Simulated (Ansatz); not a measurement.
**HSi–BH, quartet in cc-pVDZ: errors against RCCSDTQ**

Geometry: a PBE0/def2-TZVP stationary point for this spin, not checked as a minimum.

```yaml
atoms:
  - { symbol: Si, position_ang: [0.0000, -0.0471, 0.5518] }
  - { symbol: B, position_ang: [0.0000, -0.0605, -1.3633] }
  - { symbol: H, position_ang: [0.0000, 1.1711, 1.4474] }
  - { symbol: H, position_ang: [0.0000, 0.7893, -2.2001] }
```

Basis cc-pVDZ; Ansatz 0.2.0. Only valence electrons are correlated (noble-gas cores frozen), which leaves 9 electrons in 36 orbitals. Prefix R: restricted or restricted open-shell reference; prefix U: unrestricted. Active spaces: valence = (9e, 10o) chosen from the atoms' valence shells.

Full CI isn't at hand for all of this; RCCSDTQ serves as the reference, and is uncertain by about the last step of the cluster series. The frozen core follows each run's orbitals, which can shift R against U totals by a few meV.

For open shells CISD is restricted-active-space CI with the open shells as a complete middle space.

* UHF ⟨S²⟩: 3.761
* T1 diagnostic (RCCSD): 0.0282
* largest doubles amplitude (RCCSD): 0.032
* T1 diagnostic (UCCSD): 0.0248

```csv
level,E − E(RCCSDTQ) (kJ/mol),share of correlation (%),wall time
RHF,443.6,0.00,–
UHF,434.1,2.14,–
RMP2,104.4,76.47,–
UMP2,105.6,76.20,–
CISD,39.8,91.03,2.5 s
RCCSD,16.9,96.18,–
UCCSD,16.7,96.24,–
RCCSD(T),4.2,99.06,1.3 s
UCCSD(T),4.2,99.06,1.3 s
BCCD(T),4.1,99.08,1.6 s
RCCSDT,0.7,99.84,–
UCCSDT,0.7,99.85,–
RCCSDT(Q),0.1,99.98,13 s
UCCSDT(Q),0.0,99.99,11 s
CASSCF (valence space),286.4,35.44,–
NEVPT2 (valence space),78.7,82.26,3.2 s
MRCISD (valence space),18.2,95.90,–
MRCISD+Q (valence space),1.9,99.57,23 s (H100)
MRCISD+Q(relaxed) (valence space),-1.8,100.41,21 s (H100)
```

The correlation energy at RCCSDTQ, counted from RHF, is -4.598 eV. That run took 54 s on 2 threads of AMD EPYC 7R13 with a shared H100 80 GB, shared host.

Times hold each run's SCF and search for its determinant on a shared host, so for small cases they say little of a method's own cost; rows without a card ran on 1 thread of AMD EPYC 7R13.

Natural occupations of CASSCF (valence space) about the gap: 1.979 1.976 1.962 1.002 0.997 0.990 0.029 0.027 0.022 0.016; effectively unpaired electrons, Σ n²(2−n)², 3.02.
